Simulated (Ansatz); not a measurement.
hcp Lu, treated with r²SCAN+rVV10 in Ansatz (plane waves, PAW).

Numerical settings: plane-wave cutoff 560 eV, 18×18×10 k mesh (along the axes of the cell as run), Fermi–Dirac smearing 0.05 eV, scalar-relativistic PAW data made under PBE.

Properties against volume:

Shape and atoms are relaxed at each volume.

```csv
V (Å³/atom),P (GPa),c (Å),a (Å)
27.335,2.10,5.334,3.440
27.905,1.01,5.375,3.463
28.474,0.01,5.416,3.484
29.044,-0.91,5.456,3.506
29.613,-1.75,5.498,3.527
```

Note: the bulk modulus comes from volumes at which shape and atoms were relaxed.

Ansatz is a quantum-chemistry and plane-wave program.
